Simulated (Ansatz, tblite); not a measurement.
# The cluster AlCu₃−: a ladder of methods and basis sets

Aim: run the doublet of the cluster AlCu₃− at one geometry on many levels, and compare frontier levels, spin and run time.

The runs use Ansatz 0.2.0, Gaussian basis; as each input shows.

The runs, in order: GFN1-xTB, GFN2-xTB, PBE-D4/def2-TZVPD, r2SCAN-D4/def2-TZVPD, B2PLYP/def2-TZVPD, LDA/def2-TZVPD, LC-ωPBE(0.10)/def2-SVPD, LC-ωPBE(0.15)/def2-SVPD, LC-ωPBE(0.20)/def2-SVPD, LC-ωPBE(0.30)/def2-SVPD, PBE-D4/def2-SVPD, PBE0-D4/def2-SVPD, HF/6-31G, B3LYP-D4/6-31G, CCSD(T)/def2-SVPD, MP2/def2-TZVPD, RPA/def2-TZVPD.

3 further runs of the same task are left out: 3 set aside as unsound or not needed. Runs told in other sessions of the task aren't counted.

### Step 1. The structure

The geometry is that of the doublet, from an earlier relaxation (PBE-D4/def2-SVPD). At that level it is the lowest of the isomers that a small search found.

4 atoms, charge -1, spin multiplicity 2.

Bond lengths: Al1–Cu2 2.476 Å, Al1–Cu3 2.401 Å, Al1–Cu4 2.400 Å, Cu2–Cu3 2.340 Å, Cu2–Cu4 2.341 Å, Cu3–Cu4 2.628 Å. Angles: Cu2–Al1–Cu3 57.3°, Cu2–Al1–Cu4 57.4°, Cu3–Al1–Cu4 66.4°, Al1–Cu2–Cu3 59.7°, Al1–Cu2–Cu4 59.7°, Cu3–Cu2–Cu4 68.3°, Al1–Cu3–Cu2 63.0°, Al1–Cu3–Cu4 56.8°, Cu2–Cu3–Cu4 55.9°, Al1–Cu4–Cu2 63.0°, Al1–Cu4–Cu3 56.8°, Cu2–Cu4–Cu3 55.8°.

No spin-orbit coupling is included. The ion is computed in the gas phase, without counter-ions or solvent.

PBE0-D4/def2-TZVPD was run before; its log isn't repeated, and its numbers join the tables.

### Step 2. GFN1-xTB

Tight binding, by tblite at 300 K electronic temperature and without a spin-polarisation term:

```python
tblite.interface.Calculator('GFN1-xTB', numbers, positions, charge=-1, uhf=1).singlepoint()
```

Energy -408.7701 eV; 0.004 s.

### Step 3. GFN2-xTB

Tight binding, by tblite at 300 K electronic temperature and without a spin-polarisation term:

```python
tblite.interface.Calculator('GFN2-xTB', numbers, positions, charge=-1, uhf=1).singlepoint()
```

Energy -345.9932 eV; 0.007 s.

### Step 4. PBE-D4/def2-TZVPD

start.molden holds the orbitals of an earlier run on this state, given as this run's starting guess.

Contents of in.yaml:

```yaml
crystal:
  periodic: [false, false, false]
  atoms:
    - {symbol: Al, position_ang: [-1.442391, 0.015949, -0.336666]}
    - {symbol: Cu, position_ang: [0.857461, -0.705035, -0.905496]}
    - {symbol: Cu, position_ang: [0.119241, -0.758357, 1.314454]}
    - {symbol: Cu, position_ang: [0.465688, 1.447453, -0.072292]}
basis:
  gaussian: {orbitals: def2-TZVPD, initial_orbitals: start.molden}
total_charge: -1
magnetization: {spin_polarized: true, initial_magnetization: 1}
hamiltonian: {xc: pbe, dispersion: d4}
scf: {omitted_lower_state_checks: [starts]}
output: {orbitals: {seedname: orbitals}}
```

Command:

```sh
$ ansatz run in.yaml --threads 4 --pin off --events-out ev --progress --plain --max-ram 4787MiB
```

The runs that follow: r2SCAN-D4/def2-TZVPD; B2PLYP/def2-TZVPD; LDA/def2-TZVPD; LC-ωPBE(0.10)/def2-SVPD; LC-ωPBE(0.15)/def2-SVPD; LC-ωPBE(0.20)/def2-SVPD; LC-ωPBE(0.30)/def2-SVPD; PBE-D4/def2-SVPD; PBE0-D4/def2-SVPD; HF/6-31G; B3LYP-D4/6-31G; CCSD(T)/def2-SVPD; MP2/def2-TZVPD; RPA/def2-TZVPD.

Q: Predict the results of all the runs planned. Wanted: gap in def2-TZVPD, named functionals, smallest and largest; gap over the ω; correlation energy, CCSD(T)/def2-SVPD; correlation energy, MP2/def2-TZVPD; ⟨S²⟩ in def2-TZVPD, named functionals, smallest and largest; PBE0 total energy, smallest basis above largest.

**Answer**, as computed:

| quantity | value |
| --- | --- |
| gap in def2-TZVPD, named functionals, smallest and largest | 0.26 eV (LDA), 1.63 eV (PBE0-D4) |
| gap over the ω (1/bohr) | 3.00 eV at 0.1, 4.98 eV at 0.3 |
| correlation energy, CCSD(T)/def2-SVPD | -27.97 eV |
| correlation energy, MP2/def2-TZVPD | -38.75 eV |
| ⟨S²⟩ in def2-TZVPD, named functionals, smallest and largest | 0.753, 0.776 |
| PBE0 total energy, smallest basis above largest | 21.79 eV (def2-SVPD, def2-TZVPD) |

Over the named functionals in def2-TZVPD the gap runs from 0.26 eV (LDA) to 1.63 eV (PBE0-D4); exact exchange widens it. Raising the ω (1/bohr) from 0.1 to 0.3 moves the HOMO by -0.78 eV and the LUMO by +1.19 eV. Over the named functionals in def2-TZVPD spin contamination reaches 0.03 (r2SCAN-D4), which is small. PBE-D4, r2SCAN-D4 put the HOMO above zero; others here keep it below zero, so the sign hangs on the functional's self-interaction and doesn't show that the species is unbound. Notes on CCSD(T)/def2-SVPD: large T1 diagnostic, spin contamination.
